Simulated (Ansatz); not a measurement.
Q: Name a neutral molecule of C, O and H with LUMO energy (B3LYP/def2-TZVPP) between 0.25 and 0.55 eV and size of the dipole moment (ωB97M-V/def2-TZVPP) between 2.20 and 2.50 D (Ansatz, PBE0-D4/def2-TZVP geometry).

A: `C#COC(C)O` (0.46 eV, 2.35 D). Other molecules can fit too; these were computed, each in one conformer that needn't be the lowest.

B3LYP here is the variant with VWN-RPA as its local correlation; programs differ in this.
